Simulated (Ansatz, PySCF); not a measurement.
Molecule: silicon monoxide, SiO, charge 0, multiplicity 1. SMILES: [O+]#[Si-]
Geometry: optimised at B3LYP-D3(BJ)/def2-TZVP (Ansatz, an electronic-structure program).

Property: atomisation energy (electronic, to ground-state atoms), in kcal/mol. Correlated levels leave the core frozen unless marked. UHF or UKS for open shells. Spin-orbit coupling is left out. No relativistic terms. The coupled-cluster limit lacks core correlation, which all-electron functionals hold. Basis-set limits of correlation are two-point, X^-3; Hartree-Fock from the larger set (for Q and 5 zeta extrapolated as (X+1)exp(-9√X)).

```json
[
 {"level": "HF/CBS(cc-pV(Q+d)Z,cc-pV(5+d)Z)", "program": "Ansatz", "atomisation energy (kcal/mol)": "111.0", "minus last row": "-80.8", "rough core time": "-"},
 {"level": "BP86-D4/def2-TZVPD", "program": "PySCF + dftd4", "atomisation energy (kcal/mol)": "197.5", "minus last row": "5.7", "rough core time": "-"},
 {"level": "r2SCAN/def2-TZVPD", "program": "Ansatz", "atomisation energy (kcal/mol)": "187.5", "minus last row": "-4.3", "rough core time": "under 20 s"},
 {"level": "B3LYP-D4/def2-TZVPD", "program": "Ansatz + dftd4", "atomisation energy (kcal/mol)": "188.2", "minus last row": "-3.6", "rough core time": "under 20 s"},
 {"level": "B2PLYP/def2-TZVPD", "program": "Ansatz", "atomisation energy (kcal/mol)": "190.3", "minus last row": "-1.5", "rough core time": "under 20 s"},
 {"level": "MP2/aug-cc-pV(D+d)Z", "program": "Ansatz", "atomisation energy (kcal/mol)": "185.6", "minus last row": "-6.2", "rough core time": "-"},
 {"level": "MP2/aug-cc-pV(T+d)Z", "program": "Ansatz", "atomisation energy (kcal/mol)": "198.5", "minus last row": "6.7", "rough core time": "-"},
 {"level": "MP2/def2-TZVPP", "program": "Ansatz", "atomisation energy (kcal/mol)": "196.0", "minus last row": "4.2", "rough core time": "-"},
 {"level": "MP2/CBS(def2-TZVPPD,def2-QZVPPD)", "program": "Ansatz", "atomisation energy (kcal/mol)": "203.8", "minus last row": "12.0", "rough core time": "-"},
 {"level": "SCS-MP2/def2-TZVPP", "program": "Ansatz", "atomisation energy (kcal/mol)": "191.6", "minus last row": "-0.2", "rough core time": "-"},
 {"level": "CCSD/6-31G*", "program": "Ansatz", "atomisation energy (kcal/mol)": "166.4", "minus last row": "-25.4", "rough core time": "-"},
 {"level": "CCSD/cc-pV(D+d)Z", "program": "Ansatz", "atomisation energy (kcal/mol)": "160.1", "minus last row": "-31.7", "rough core time": "-"},
 {"level": "CCSD(T)/aug-cc-pV(Q+d)Z", "program": "Ansatz", "atomisation energy (kcal/mol)": "189.1", "minus last row": "-2.7", "rough core time": "under 20 s"},
 {"level": "CCSD(T) with core electrons (1s frozen past Ne)/cc-pwCVTZ", "program": "Ansatz", "atomisation energy (kcal/mol)": "184.9", "minus last row": "-6.9", "rough core time": "under 20 s"},
 {"level": "CCSD(T)/CBS(cc-pV(Q+d)Z,cc-pV(5+d)Z)", "program": "Ansatz", "atomisation energy (kcal/mol)": "191.8", "minus last row": "0.0", "rough core time": "29 s"}
]
```

Core times are rough, on shared machines, summed over the molecules involved; a dash marks a level read off another run, or run on other hardware, by another program or under a memory cap.
